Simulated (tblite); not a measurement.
CH5OSi (doublet state).
Numbering: `[CH2:1][O:2][SiH3:3]` (hydrogens: H4, H5 on C1; H6, H7, H8 on Si3)

Computed with GFN2-xTB (tblite), gas phase: L-BFGS steps from a force-field or distance-geometry start until the largest atomic force falls under 0.01 eV/Å.

Step 19: E = -284.4186 eV
```
atom  x, y, z in Å  |  force x, y, z in eV/Å
C1      1.4731   -0.3477    0.2842    0.029   0.021  -0.025
O2      0.1699   -0.4785    0.5193    0.002   0.038  -0.045
Si3    -1.1445    0.2284   -0.1457    0.037   0.016  -0.006
H4      2.1461   -0.9405    0.8726   -0.064   0.001   0.004
H5      1.8208    0.3328   -0.4687    0.047  -0.008   0.004
H6     -1.0904    1.6877    0.0093   -0.006  -0.029   0.048
H7     -1.2099   -0.0313   -1.5889   -0.004  -0.047   0.024
H8     -2.1561   -0.4415    0.6488   -0.040   0.008  -0.004
```

Step 20: E = -284.4192 eV
```
atom  x, y, z in Å  |  force x, y, z in eV/Å
C1      1.4739   -0.3467    0.2832    0.027   0.015  -0.018
O2      0.1698   -0.4769    0.5174    0.015   0.052  -0.061
Si3    -1.1468    0.2288   -0.1461    0.088   0.024  -0.007
H4      2.1437   -0.9418    0.8742   -0.069   0.019  -0.015
H5      1.8259    0.3334   -0.4697    0.022  -0.032   0.032
H6     -1.0910    1.6878    0.0118   -0.012  -0.033   0.040
H7     -1.2105   -0.0338   -1.5885   -0.010  -0.041   0.018
H8     -2.1560   -0.4414    0.6487   -0.062  -0.006   0.011
```

Step 21: E = -284.4203 eV
```
atom  x, y, z in Å  |  force x, y, z in eV/Å
C1      1.4766   -0.3451    0.2813    0.019   0.004  -0.006
O2      0.1710   -0.4724    0.5121    0.034   0.063  -0.072
Si3    -1.1498    0.2296   -0.1469    0.130   0.027  -0.006
H4      2.1387   -0.9446    0.8775   -0.062   0.036  -0.034
H5      1.8381    0.3332   -0.4705   -0.014  -0.056   0.060
H6     -1.0948    1.6877    0.0164   -0.017  -0.027   0.027
H7     -1.2142   -0.0381   -1.5876   -0.015  -0.029   0.005
H8     -2.1566   -0.4411    0.6486   -0.075  -0.019   0.026
```

Task: Estimate the geometry and energy of step 22. (The exact step hangs on the optimiser's Hessian estimate; all steps are aligned on step 21, rigid shifts and turns removed.)

Result: E = -284.4215 eV, largest force 0.119 eV/Å
```
atom  x, y, z in Å  |  force x, y, z in eV/Å
C1      1.4814   -0.3435    0.2794    0.010  -0.006   0.005
O2      0.1742   -0.4652    0.5036    0.042   0.056  -0.063
Si3    -1.1518    0.2309   -0.1479    0.117   0.019  -0.003
H4      2.1327   -0.9482    0.8819   -0.038   0.037  -0.037
H5      1.8555    0.3313   -0.4698   -0.042  -0.058   0.065
H6     -1.1027    1.6874    0.0217   -0.016  -0.010   0.014
H7     -1.2218   -0.0428   -1.5864   -0.015  -0.016  -0.008
H8     -2.1586   -0.4405    0.6485   -0.058  -0.021   0.027
```

The energy changes by -0.0012 eV. The first-order estimate −F·Δx gives -0.0017 eV and the mean of the old and new forces, exact on a quadratic surface, -0.0012 eV. The step makes an angle of 73° with the force vector and moves no atom by more than 0.018 Å.

What follows is the cost of the whole relaxation. Hardware: an Arm Neoverse N1 with one thread (shared host). Cost: 0.11 s wall.
